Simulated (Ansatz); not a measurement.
The input, for Ansatz 0.2.0:

```yaml
crystal:
  periodic: [false, false, false]
  atoms:
    - {symbol: Si, position_ang: [0.000000, 0.000000, 0.000000]}
    - {symbol: O, position_ang: [0.000000, 0.000000, 1.508831]}
basis:
  gaussian: {orbitals: "6-31G*"}
total_charge: 1
magnetization: {spin_polarized: false, initial_magnetization: 1}
correlation: {method: fic_nevpt4_sd, electrons: outside_noble_gas, active_space: {window: {electrons: 9, orbitals: 5}, states: [{multiplicity: 2, weights: [0.5, 1]}]}}
accuracy: high
```

```sh
$ ansatz run in.yaml --threads 1 --pin off --events-out ev --progress --plain --max-ram 2176MiB
```

Log:

```
571 factors; integrals over basis functions are off by at most 3.0e-9 eV
mean field evaluation 1: about -9873.0314 eV, gradient 8.0e1 eV
mean field evaluation 2: about -9873.0662 eV, gradient 7.9e1 eV
mean field evaluation 4: about -9887.0151 eV, gradient 1.6e1 eV
mean field evaluation 8: about -9887.8198 eV, gradient 1.4e0 eV
mean field evaluation 16: about -9888.2447 eV, gradient 3.7e-4 eV
mean field evaluation 32: about -9888.8642 eV, gradient 4.5e-3 eV
mean field evaluation 64: about -9887.8870 eV, gradient 9.2e-1 eV
mean field evaluation 96: about -9888.2447 eV, gradient 2.3e-4 eV
mean field evaluation 128: about -9888.8642 eV, gradient 9.4e-4 eV
mean field evaluation 160: about -9888.8593 eV, gradient 8.1e-1 eV
mean field evaluation 192: about -9884.3423 eV, gradient 2.4e1 eV
mean field evaluation 224: about -9878.9167 eV, gradient 3.4e-1 eV
mean field evaluation 256: about -9887.5741 eV, gradient 5.2e0 eV
mean field evaluation 288: about -9881.5776 eV, gradient 3.4e-1 eV
mean field -9888.86423183 eV, -363.4090576069 hartree, gradient 1.7e-8 eV, S^2 0.750000; 13 other end points of the search recorded, 0 dependent functions left out
reference -9888.86423183 eV, -363.4090576069 hartree; 11, 10 occupied and 23, 24 virtual orbitals, 571 factors
state -9888.82911535 eV, -363.4077670999 hartree
state -9888.82911535 eV, -363.4077670999 hartree
state -9888.82911535 eV, -363.4077670999 hartree; corrected -9894.54551829 eV, -363.6178410332 hartree
state -9888.82911535 eV, -363.4077670999 hartree; corrected -9894.54551829 eV, -363.6178410332 hartree
an earlier search ended where averaged states of different weights were degenerate, so these states were given the mean of their weights and the orbitals were optimised with it
Total energy: -9894.54551829 eV, -363.6178410332 hartree
```

Before any correction even the lowest state lies above the reference determinant, by 0.04 eV, so the averaged orbitals or the space serve it badly.

Ran on 1 thread of Intel Xeon Platinum 8488C, shared host: 1.6 s wall, 0.16 GiB peak host memory.
